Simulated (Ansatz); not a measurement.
# CHClFN: vertical ionisation energy

Aim: the vertical ionisation energy of CHClFN, as cation minus neutral at the neutral's geometry, on several levels, and how well −ε(HOMO) stands in for it.

The runs use Ansatz 0.2.0, Gaussian basis; unrestricted cation, the program's frozen cores in correlated methods.

Levels to be run: UKS PBE-D4/def2-TZVPP; UKS r2SCAN-D4/def2-TZVPP; UKS PBE0-D4/def2-TZVPP; UKS B3LYP-D4/def2-TZVPP; UKS wB97X-V/def2-TZVPP; UKS wB97M-V/def2-TZVPP; UKS B2PLYP/def2-TZVPP; UHF-CCSD(T)/def2-TZVPP; UHF-MP2/def2-QZVPP; extrapolation to the limit; then −ε(HOMO) from the neutral's earlier runs with LDA (SPW92), PBE-D4, revPBE-D4, BLYP-D4, r2SCAN-D4, B97M-V, PBE0-D4, B3LYP-D4, r2SCANh-D4, r2SCAN0-D4, HSE06-D4, BHLYP-D4, CAM-B3LYP-D4, LC-ωPBE, ωB97X-V, ωB97M-V.

**1. Structure used throughout**

An earlier PBE0-D4 in a triple-zeta def2 set relaxation fixed the geometry.

5 atoms, charge 0, spin multiplicity 1.

Atoms are counted from 1 here; the program's logs count them from 0.

Bond lengths: N1–C2 1.237 Å, N1–H5 1.013 Å, C2–F3 1.314 Å, C2–Cl4 1.729 Å. Angles: C2–N1–H5 112.7°, N1–C2–F3 121.4°, N1–C2–Cl4 128.7°, F3–C2–Cl4 110.0°.

**2. Cation, UKS PBE-D4/def2-TZVPP**

File in.yaml:

```yaml
crystal:
  periodic: [false, false, false]
  atoms:
    - {symbol: N, position_ang: [0.321103, 0.940468, 0.274413]}
    - {symbol: C, position_ang: [0.137869, -0.274598, 0.128466]}
    - {symbol: F, position_ang: [0.810342, -1.157366, 0.832102]}
    - {symbol: Cl, position_ang: [-0.953469, -1.081683, -0.943190]}
    - {symbol: H, position_ang: [-0.266045, 1.499578, -0.333292]}
basis:
  gaussian: {orbitals: def2-TZVPP}
total_charge: 1
magnetization: {spin_polarized: true, initial_magnetization: 1}
hamiltonian: {xc: pbe, dispersion: d4}
```

The runs that follow: Cation, UKS r2SCAN-D4/def2-TZVPP; Cation, UKS PBE0-D4/def2-TZVPP; Cation, UKS B3LYP-D4/def2-TZVPP; Cation, UKS wB97X-V/def2-TZVPP; Cation, UKS wB97M-V/def2-TZVPP; Cation, UKS B2PLYP (frozen core)/def2-TZVPP; Cation, UHF-CCSD(T)/def2-TZVPP; Cation, UHF-MP2/def2-QZVPP.

Q: Predict the results of all the runs planned. Wanted: ionisation energy, CCSD(T)/CBS; nearest functional by difference; nearest −ε(HOMO); −ε(HOMO) of PBE; T1 of the cation.

The runs gave:

| quantity | value |
| --- | --- |
| ionisation energy, CCSD(T)/CBS | 11.82 eV |
| nearest functional by difference | ωB97X-V (-0.14 eV) |
| nearest −ε(HOMO) | LC-ωPBE (+0.06 eV) |
| −ε(HOMO) of PBE | 7.46 eV |
| T1 of the cation | 0.032 |

What this shows: By cation minus neutral, the functionals miss by 0.63 eV at most. The PBE orbital energy is 4.4 eV too small: a semilocal HOMO is no ionisation energy. Among orbital estimates LC-ωPBE comes nearest. Hartree-Fock falls 1.37 eV short, as the neutral has more correlation energy than the cation. The cation's T1 (from the report) is 0.032, near the customary mark of 0.045 for open shells, so the coupled-cluster value is less safe. The cation may have settled in a state other than its lowest; no search over hole states beyond the program's own was made.
